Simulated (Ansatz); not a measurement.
## Relaxing ZrV₃

Level of theory: DFT PBE, scalar-relativistic, plane waves, PAW in Ansatz. Cutoff 420 eV, Γ-centred k mesh, Gaussian smearing, no spin polarisation in the final step.

The start puts ZrV₃ on the Ni3Sn (D0_19) structure type (P6_3/mmc, No. 194), with Zr in place of Sn, V in place of Ni, at a guessed volume.

```
CELL_PARAMETERS angstrom
5.43285 0.00000 0.00000
-2.71643 4.70499 0.00000
0.00000 0.00000 4.36070
ATOMIC_POSITIONS crystal
Zr 0.33333 0.66667 0.25000
Zr 0.66667 0.33333 0.75000
V 0.83300 0.66600 0.25000
V 0.16700 0.83300 0.75000
V 0.33400 0.16700 0.25000
V 0.16700 0.33400 0.75000
V 0.83300 0.16700 0.25000
V 0.66600 0.83300 0.75000
```

Cell and atoms relax at zero pressure; the relaxation can't lower the symmetry of the start. After a coarse first stage the cell is made exact in the group found at 0.06 Å.

Formation energies are uncorrected and refer to the elements' standard structures at the same level.

Q: Describe the relaxed structure.

A: It keeps P6_3/mmc (No. 194). The result has the Ni3Sn (D0_19) structure. Conventional cell: a = 5.718 Å, c = 4.666 Å. Zr has 12 V at 2.87–2.99 Å; V is coordinated by 2 V at 2.49 Å, 4 V at 2.74 Å, 4 Zr at 2.87–2.99 Å and 2 V at 3.23 Å.

Space group P6_3/mmc (No. 194). a = 5.718 Å, b = 5.718 Å, c = 4.666 Å, α = 90.00°, β = 90.00°, γ = 120.00°
| atom | site | symmetry | x | y | z |
| --- | --- | --- | --- | --- | --- |
| Zr | 2c | -6m2 | 0.3333 | 0.6667 | 0.2500 |
| V | 6h | mm2 | 0.8547 | 0.7095 | 0.2500 |

Q: What are its volume, energy, density and gap?

A: The volume per atom is 16.52 Å³. The density is 6.13 g/cm³. The energy over the elements is 0.29 eV/atom and the gap on the 12×12×8 mesh is 0 eV (a metal).

The final run used a 12×12×8 mesh on its 8-atom cell and 0.10 eV smearing. The k mesh leaves about 4 meV/atom of noise in metals. Symmetry constrained the relaxation, so the result can be a saddle point.

Cost: 3 runs of about 8.7 core-minutes in all, on Arm Neoverse V1 (shared hosts).